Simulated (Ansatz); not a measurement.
We consider antifluorite Mg₂Sn, described by LDA+SOC in Ansatz (PAW).

Numerical settings: plane-wave cutoff 520 eV, 20×20×20 k mesh, Fermi–Dirac smearing 0.05 eV, perturbation theory, PAW data made under PBE.

Computed at the level's own relaxed cell.

Harmonic phonon frequencies (cm⁻¹; i marks an imaginary mode; at Γ without the LO shift):

```
q point                        frequencies
-------  ---------------------------------
Γ            0 0 0 196 196 196 222 222 222
X        70 70 126 159 159 159 232 232 291
L        52 52 117 200 200 202 211 211 257
```

No imaginary mode appears at these points.

Note: the solid has no gap at this level, which affects its response.

Ansatz is a quantum-chemistry and plane-wave program.
